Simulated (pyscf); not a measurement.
A first-order saddle from PySCF, ωB97X-D3(BJ)/def2-SVP:

```xyz
11

Si    -1.6537     1.2187     0.9785
As     0.1793    -0.3455     1.1063
Si    -0.1226    -1.0556    -1.1108
H     -2.8027     0.2668     0.8985
H     -1.5071     1.9642     2.2631
H     -1.3643     1.9963    -0.2655
H      1.2173     0.6964     0.7196
H     -0.2581     0.0833    -2.0653
H      1.0312    -1.9043    -1.5257
H     -1.3700    -1.8728    -1.1582
H     -3.0714     2.3850     0.8550
```
Charge 0, spin multiplicity 2.

Surface: doublet, charge 0. Lowest wavenumbers (cm⁻¹): 565i, 48, 97, 141, 234.

Question: Which two sides does it connect, and which bonds change?

Answer: H₃Si–AsH–SiH₃ + H atom (H•) ⇌ silane (SiH₄) + H₃Si–AsH•, a substitution at Si read from left to right: As–Si broken and H–Si formed. At ωB97M-D3(BJ)/def2-TZVP it lies +3.5 kcal/mol from the left side and +31.7 kcal/mol from the right (each side as separated species at their lowest minima found). One saddle was located; it need not be the lowest between these sides. The angle at the attacked Si is 179°. Elements up to Kr have no core potential and no relativistic terms here.
